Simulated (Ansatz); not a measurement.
```xyz
9

C    -0.0437   -0.3956   -0.3064
C     0.0726   -0.4875    1.1770
O    -0.0794    0.9361   -0.7397
H    -0.8870   -1.0361   -0.7857
H     0.9184   -0.8804   -0.7866
H    -0.0357   -1.4719    1.5282
H     0.9016    0.0771    1.5794
H    -0.8975    0.0596    1.4989
H    -0.0576    0.9935   -1.7552
```

RHF-MP2 on singlet C2H6O was run in several spherical basis sets with Ansatz (development build ahead of 0.2.0). Frozen core: 3 orbitals.

Q: Rank the basis sets by the total energy that they give, lowest first, with the distance from the lowest.
A. 6-31G
B. def2-SVP
C. STO-3G

A: B (0.00 eV), A (3.52 eV), C (59.33 eV).

Totals follow the description of the cores as much as that of the bonds, so this order isn't one of quality for chemistry.
